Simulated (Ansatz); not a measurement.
## Molecular dynamics, step by step

CH6Si2, closed shell, B3LYP-D4/def2-SVP (Ansatz 0.2.0). Settings (timestep in fs, temperature in K; T counts 21 degrees of freedom):

```yaml
hamiltonian: {xc: {name: B3LYP}, dispersion: d4}
md: {n_steps: 40, timestep: 0.75, temperature: 300, ensemble: nvt_nose_hoover, seed: 274, initial_velocities: maxwell_boltzmann}
```

Start, the saddle point found with PBE0-D4 in triple zeta (not stationary at another level):

C1  (-0.434, 1.099, 0.095)
Si2  (0.879, -1.079, -0.222)
Si3  (-0.774, -0.199, -1.419)
H4  (-1.259, -1.300, -0.427)
H5  (0.032, 0.857, 1.059)
H6  (-1.455, 1.405, 0.341)
H7  (0.107, 1.950, -0.319)
H8  (0.893, -2.403, 0.478)
H9  (2.011, -0.331, 0.415)
(Å)

```json
{"step": "0", "time (fs)": "0.00", "potential energy less the start (meV)": "0.0", "kinetic energy (meV)": "271.4", "T (K)": "300"}
{"step": "2", "time (fs)": "1.50", "potential energy less the start (meV)": "32.4", "kinetic energy (meV)": "239.9", "T (K)": "265"}
{"step": "4", "time (fs)": "3.00", "potential energy less the start (meV)": "103.2", "kinetic energy (meV)": "170.0", "T (K)": "188"}
{"step": "6", "time (fs)": "4.50", "potential energy less the start (meV)": "160.0", "kinetic energy (meV)": "113.7", "T (K)": "126"}
{"step": "8", "time (fs)": "6.00", "potential energy less the start (meV)": "169.8", "kinetic energy (meV)": "104.1", "T (K)": "115"}
{"step": "10", "time (fs)": "7.50", "potential energy less the start (meV)": "127.7", "kinetic energy (meV)": "145.5", "T (K)": "161"}
{"step": "12", "time (fs)": "9.00", "potential energy less the start (meV)": "75.3", "kinetic energy (meV)": "197.1", "T (K)": "218"}
{"step": "14", "time (fs)": "10.50", "potential energy less the start (meV)": "66.0", "kinetic energy (meV)": "206.7", "T (K)": "228"}
{"step": "16", "time (fs)": "12.00", "potential energy less the start (meV)": "94.1", "kinetic energy (meV)": "179.8", "T (K)": "199"}
{"step": "18", "time (fs)": "13.50", "potential energy less the start (meV)": "103.8", "kinetic energy (meV)": "170.4", "T (K)": "188"}
{"step": "20", "time (fs)": "15.00", "potential energy less the start (meV)": "88.8", "kinetic energy (meV)": "185.0", "T (K)": "204"}
{"step": "22", "time (fs)": "16.50", "potential energy less the start (meV)": "86.6", "kinetic energy (meV)": "187.5", "T (K)": "207"}
{"step": "24", "time (fs)": "18.00", "potential energy less the start (meV)": "99.3", "kinetic energy (meV)": "175.7", "T (K)": "194"}
{"step": "26", "time (fs)": "19.50", "potential energy less the start (meV)": "101.5", "kinetic energy (meV)": "173.9", "T (K)": "192"}
{"step": "28", "time (fs)": "21.00", "potential energy less the start (meV)": "85.2", "kinetic energy (meV)": "190.6", "T (K)": "211"}
{"step": "30", "time (fs)": "22.50", "potential energy less the start (meV)": "54.3", "kinetic energy (meV)": "221.8", "T (K)": "245"}
{"step": "32", "time (fs)": "24.00", "potential energy less the start (meV)": "18.3", "kinetic energy (meV)": "257.7", "T (K)": "285"}
{"step": "34", "time (fs)": "25.50", "potential energy less the start (meV)": "14.2", "kinetic energy (meV)": "262.3", "T (K)": "290"}
{"step": "36", "time (fs)": "27.00", "potential energy less the start (meV)": "49.9", "kinetic energy (meV)": "228.0", "T (K)": "252"}
{"step": "38", "time (fs)": "28.50", "potential energy less the start (meV)": "75.8", "kinetic energy (meV)": "203.2", "T (K)": "225"}
{"step": "40", "time (fs)": "30.00", "potential energy less the start (meV)": "61.8", "kinetic energy (meV)": "217.3", "T (K)": "240"}
```

Step 8, positions (Å) and forces (eV/Å):

```csv
atom,x,y,z,Fx,Fy,Fz
C1,-0.422,1.095,0.112,-0.756,1.008,0.108
Si2,0.883,-1.080,-0.231,0.277,-0.940,1.071
Si3,-0.772,-0.199,-1.420,-0.800,-0.563,0.108
H4,-1.398,-1.401,-0.503,0.373,0.763,-0.466
H5,-0.028,0.942,1.143,0.449,0.014,-0.520
H6,-1.439,1.468,0.372,-0.041,-0.406,-0.322
H7,0.026,1.976,-0.420,0.293,-0.592,0.671
H8,0.887,-2.392,0.612,-0.045,0.572,-0.533
H9,1.988,-0.329,0.434,0.250,0.145,-0.118
```

Step 12, positions (Å) and forces (eV/Å):

| atom | x | y | z | Fx | Fy | Fz |
| --- | --- | --- | --- | --- | --- | --- |
| C1 | -0.424 | 1.100 | 0.122 | -0.401 | 0.632 | -0.275 |
| Si2 | 0.885 | -1.084 | -0.231 | 0.614 | 0.233 | 0.847 |
| Si3 | -0.775 | -0.202 | -1.421 | -0.471 | -0.117 | -0.255 |
| H4 | -1.427 | -1.364 | -0.596 | 0.117 | 0.306 | -0.072 |
| H5 | -0.005 | 0.987 | 1.134 | 0.430 | -0.183 | -0.108 |
| H6 | -1.438 | 1.456 | 0.353 | -0.403 | -0.213 | -0.129 |
| H7 | 0.037 | 1.956 | -0.414 | 0.288 | -0.306 | 0.421 |
| H8 | 0.880 | -2.317 | 0.619 | -0.078 | -0.226 | -0.034 |
| H9 | 2.012 | -0.306 | 0.435 | -0.095 | -0.125 | -0.395 |

Step 26, positions (Å) and forces (eV/Å):

```tsv
atom	x	y	z	Fx	Fy	Fz
C1	-0.444	1.126	0.151	1.055	-0.427	-0.611
Si2	0.905	-1.090	-0.219	-0.740	-0.674	0.601
Si3	-0.784	-0.203	-1.436	-0.279	-0.452	-0.144
H4	-1.651	-1.337	-0.734	0.459	0.624	-0.085
H5	0.106	0.964	1.092	-0.473	-0.187	0.310
H6	-1.501	1.359	0.305	-0.001	0.322	0.331
H7	0.158	1.917	-0.345	-0.627	-0.027	0.035
H8	0.819	-2.326	0.740	0.211	0.744	-0.493
H9	2.081	-0.304	0.211	0.394	0.077	0.056
```

Last step (40):

```tsv
atom	x (Å)	y (Å)	z (Å)
C1	-0.4309	1.1099	0.1563
Si2	0.9121	-1.0909	-0.1963
Si3	-0.7950	-0.2067	-1.4631
H4	-1.7010	-1.0899	-0.7352
H5	-0.0701	0.8333	1.1674
H6	-1.4571	1.4131	0.4280
H7	0.0451	2.0205	-0.2722
H8	0.9042	-2.1754	0.8068
H9	2.2395	-0.3999	-0.0720
```

Hardware: 2 CPU threads of an Arm Neoverse V1, shared host. Wall time about 60 s.
